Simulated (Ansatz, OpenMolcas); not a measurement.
## Heat of formation of C2H3F3 (1,1,1-trifluoroethane) from total energies

The species is C2H3F3 (8 atoms), meant as a singlet with charge 0. SMILES: `CC(F)(F)F`. Geometry: relaxed at PBE0-D4/def2-TZVP.

```xyz
8

C    -0.6154   -0.1415    0.4715
C     0.5576    0.1099   -0.4237
F     1.6928   -0.3820    0.0939
F     0.3952   -0.4582   -1.6277
F     0.7542    1.4203   -0.6299
H    -0.4416    0.3358    1.4349
H    -0.7380   -1.2146    0.6112
H    -1.5126    0.2731    0.0140
```

Total energies at B3LYP/6-31G* (spherical functions) (OpenMolcas 26.06); the atoms run unrestricted:

```tsv
species	state	energy (Eh)
C2H3F3	singlet	-377.550556
C	triplet	-37.844694
F	doublet	-99.714578
H	doublet	-0.500273
```

Harmonic wavenumbers at PBE0-D4/def2-TZVP, in cm⁻¹: 227, 365, 365, 544, 544, 606, 849, 978, 978, 1243, 1243, 1297, 1431, 1476, 1476, 3088, 3180, 3181.

Measured heats of formation of the gaseous atoms at 298.15 K, in kJ/mol: C 716.9, F 79.4, H 218.0. Spin-orbit lowering of the atoms at 298 K (mean of the ground term's levels less their thermal mean, from spectra), in kJ/mol: C 0.02, F 1.29. Take 1 Eh = 2625.50 kJ/mol, 1 cm⁻¹ = 0.0119627 kJ/mol, RT = 2.479 kJ/mol.

**Question.** What heat of formation follows?

**Answer.** 
1. Electronic atomisation energy: 2 × (-37.844694) + 3 × (-99.714578) + 3 × (-0.500273) − (-377.550556) = 1.216615 Eh = 3194.2 kJ/mol.
2. Zero-point energy: half the sum of the wavenumbers, 11535.5 cm⁻¹ = 138.0 kJ/mol.
3. Thermal vibrational enthalpy, Σ hcν̃/(exp(hcν̃/kT) − 1): 5.1 kJ/mol. Translation, rotation and pV of a non-linear molecule: 4 RT = 9.9 kJ/mol.
4. The 8 free atoms carry 5/2 RT each: 49.6 kJ/mol.
5. Spin-orbit coupling lowers the free atoms by 2 × 0.02 + 3 × 1.29 = 3.9 kJ/mol.
6. Atomisation enthalpy at 298 K: 3194.2 − 3.9 − 138.0 − 5.1 − 9.9 + 49.6 = 3086.9 kJ/mol.
7. Sum of the atoms' heats of formation: 2326.0 kJ/mol. Heat of formation: 2326.0 − 3086.9 = -760.9 kJ/mol.

The tabulated value is -744.6 kJ/mol (CRC Handbook of Chemistry and Physics), so this level is off by -16.3 kJ/mol, or 0.5 % of the atomisation enthalpy. Anharmonicity and any spin-orbit splitting of the molecule are left out.
